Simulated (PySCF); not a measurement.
H2N, SMILES [NH2] (connectivity only; charge and spin as stated), charge -1, multiplicity 1. Atoms are numbered in the order given.

```xyz
3

N      0.0000     0.0000    -0.1453
H      0.0000    -0.7960     0.5086
H      0.0000     0.7960     0.5086
```
Charge -1, spin multiplicity 1.

Geometry: r2SCAN-D4/def2-TZVPD. The spin state was assumed, not searched. The isomer is the one that the SMILES or the coordinates give; other isomers of the formula were not compared.

Level of theory: PBE/pcSseg-2 (PySCF).

GIAO shieldings, no solvent; atoms alike by connectivity are averaged. δ = σ(ref) − σ: ¹⁵N against NH3 (σ = 262.8 ppm); ¹H against TMS (σ = 31.47 ppm), references at their B3LYP-D3(BJ)/def2-TZVP geometries, non-relativistic.

Computed chemical shifts:
```json
[
 {"nucleus": "¹⁵N", "atoms": "N1", "count": "1", "δ (ppm)": "-57.8"},
 {"nucleus": "¹H", "atoms": "H2, H3", "count": "2", "δ (ppm)": "-4.90"}
]
```
